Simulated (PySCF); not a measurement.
Compound: 1,3,5-triazine, C₃H₃N₃.
Geometry (PBE0-D3(BJ)/def2-SVP, Å), atoms numbered from 1 in this order:
```xyz
9
C3H3N3 angstrom
C      1.2088   -0.3949   -0.2566
N      0.2120   -1.2339   -0.5213
C     -0.9927   -0.7807   -0.1887
N     -1.2475    0.4016    0.3634
C     -0.1721    1.1528    0.5786
N      1.0798    0.8095    0.2914
H      2.2239   -0.7246   -0.5111
H     -1.8486   -1.4384   -0.3861
H     -0.3309    2.1393    1.0319
```

Computed with core-valence-separated Tamm–Dancoff BHandHLYP/aug-pcX-1 (pcseg-1 on H) in PySCF, non-relativistic, gas phase, PBE0-D3(BJ)/def2-SVP geometry. No empirical shift is added; at this level the pattern usually sits a few eV under experiment.

(1) What does the C 1s absorption edge look like?

(2) List the nitrogen K-edge absorption lines.

## Answers

(1) 
```csv
E (eV),f,core hole on,main final orbital,polarisation
283.50,0.2247,C1/C3/C5,"LUMO/LUMO+1 (3 roots, f summed)",out of plane
286.56,0.0000,C1/C3/C5,"LUMO/LUMO+1 (3 roots, f summed)",–
288.39,0.0645,C1/C3/C5,"LUMO+2 (3 roots, f summed)",in plane
289.60,0.0071,C1/C3/C5,"LUMO+8 (3 roots, f summed)",in plane
289.88,0.0080,C1/C3/C5,"LUMO+5 (3 roots, f summed)",out of plane
```

The first line with a tenth or more of the strongest one's intensity is at 283.50 eV (f = 0.225, sum of 3), with the hole on C1/C3/C5 (aromatic CH next to a ring nitrogen), polarised out of plane: a 1s→π* resonance. It is also the strongest listed.

(2) 
```tsv
E (eV)	f	core hole on	main final orbital	polarisation
396.59	0.1752	N2/N4/N6	LUMO/LUMO+1 (3 roots, f summed)	out of plane
398.75	0.0000	N2/N4/N6	LUMO/LUMO+1 (3 roots, f summed)	–
401.58	0.0021	N2/N4/N6	LUMO+2 (3 roots, f summed)	in plane
402.44	0.0090	N2/N4/N6	LUMO+3/LUMO+4/LUMO+5 (6 roots, f summed)	mixed
```

The first line with a tenth or more of the strongest one's intensity is at 396.59 eV (f = 0.175, sum of 3), with the hole on N2/N4/N6 (pyridine-type nitrogen), polarised out of plane: a 1s→π* resonance. It is also the strongest listed.

Roots within 0.03 eV whose holes lie on the same, on equivalent or on shared atoms are summed into one line, and the highest roots are left out, as the search may have cut off their partners. Final orbitals are the ground state's empty Kohn–Sham orbitals. A dash: too weak, shared between unlike atoms, or no plane or axis to refer to.

Q: What are the wavelength and the wavenumber of the 283.50 eV line?

A: λ = 12398.42 eV Å/283.50 eV = 43.733 Å; 2.2866 × 10⁶ cm⁻¹.

The ionisation thresholds weren't computed; near and above them a finite basis only mimics Rydberg series and continuum.
